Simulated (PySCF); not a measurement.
Isomers of C5H5N, mass 79.042 u with the commonest isotopes. The calculation used PBE0-D3(BJ)/def2-SVP geometry optimisation, gas phase (PySCF 2.14.0). One conformer each, none proved a minimum here; rigid rotors.

Question: Order these by rotational constant B, smallest first.
A. `[CH:1]#[C:2][C:3]#[C:4][CH2:5][NH2:6]` with C4–C5–N6–H 180° and 63°
B. `N#C[C@H]1[C@H]2C[C@@H]12`
C. `N#CC1=CCC1`

Answer: A (1314 MHz), C (2369 MHz), B (2840 MHz).

Question: Order these by radius of gyration √(Σ m r²/M), largest first.
A. `[CH:1]#[C:2][C:3]#[C:4][CH2:5][NH2:6]` with C4–C5–N6–H 180° and 63°
B. `N#C[C@H]1[C@H]2C[C@@H]12`
C. `N#CC1=CCC1`

Answer: A (2.255 Å), C (1.779 Å), B (1.642 Å).

Question: Order these by out-of-plane moment Σ m c² = (Ia + Ib − Ic)/2, smallest first.
A. `N#C[C@H]1[C@H]2C[C@@H]12`
B. `N#CC1=CCC1`
C. `[CH:1]#[C:2][C:3]#[C:4][CH2:5][NH2:6]` with C4–C5–N6–H 180° and 63°

Answer: C (2.19 u·Å²), B (3.23 u·Å²), A (17.31 u·Å²).

| SMILES | point group | Ia (u·Å²) | Ib (u·Å²) | Ic (u·Å²) | κ | μa (D) | μb (D) | μc (D) |
| --- | --- | --- | --- | --- | --- | --- | --- | --- |
| N#C[C@H]1[C@H]2C[C@@H]12 | Cs | 52.37 | 177.97 | 195.70 | -0.93 | 4.30 | 1.67 | 0.00 |
| C#CC#CCN | – | 19.63 | 384.48 | 399.74 | -1.00 | 1.50 | 0.56 | 1.19 |
| N#CC1=CCC1 | Cs | 40.12 | 213.37 | 247.03 | -0.94 | 4.31 | 0.12 | 0.00 |
